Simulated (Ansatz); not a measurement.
Job for Ansatz (an electronic-structure program): U-B3LYP/def2-TZVPPD on HN2ts, 2S+1 = 2. Files ending in .json are basis or fitting sets from the Basis Set Exchange.

Ansatz 0.2 input:
```yaml
crystal:
  periodic: [false, false, false]
  atoms:
    - {symbol: N, position_ang: [0.00000000, 0.00000000, 0.00000000]}
    - {symbol: N, position_ang: [1.12281100, 0.00000000, 0.00000000]}
    - {symbol: H, position_ang: [1.78433286, 1.26844651, 0.00000000]}
basis:
  gaussian:
    orbitals: def2-TZVPPD.json
hamiltonian:
  xc: {name: B3LYP}
magnetization: {spin_polarized: true, initial_magnetization: 1}
```

Output:

```
WARN ansatz: RAYON_NUM_THREADS=2 ignored (pool sized by the plan → 2); use --threads N
Functional definition: B3LYP
integrals: 0.01 GiB planned
417 factors; their error is unknown
mean field: 0.22 GiB planned
mean field evaluation 1: about -2992.0995 eV, gradient 2.5e1 eV
mean field evaluation 2: about -2989.7112 eV, gradient 3.3e1 eV
mean field evaluation 4: about -2994.9184 eV, gradient 3.6e0 eV
mean field evaluation 8: about -2994.9884 eV, gradient 1.8e-1 eV
mean field evaluation 16: about -2994.9885 eV, gradient 7.1e-5 eV
mean field -2994.98847478 eV, -110.0637963719 hartree, gradient 7.1e-5 eV, S^2 0.763134; 0 other end points of the search recorded, 0 dependent functions left out
reference -2994.98863994 eV, -110.0638024417 hartree; 8, 7 occupied and 83, 84 virtual orbitals, 417 factors
Total energy: -2994.98863994 eV, -110.0638024417 hartree
```

The run converged.

Cost: about 1.0 core-seconds (a rough figure).
